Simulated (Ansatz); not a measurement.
2H WS2

All values below come from HSE06+SOC (Ansatz, a quantum-chemistry and plane-wave program, PAW).

Settings: plane-wave cutoff 460 eV, 9×9×2 k mesh (along the axes of the cell as run), Fermi–Dirac smearing 0.01 eV, PAW data made under PBE.

Cell: measured lattice: a = b = 3.153 Å, c = 12.323 Å, α = β = 90.00°, γ = 120.00°.

```
Item                                                      Value
-------------------------------------------  ------------------
band gap                                     1.44 eV (indirect)
smallest direct gap on the k points sampled             2.10 eV
Γ–Γ gap                                                 2.82 eV
```

Note: cell and atoms aren't relaxed at this level (largest force component 0.25 eV/Å, pressure 0.5 GPa).
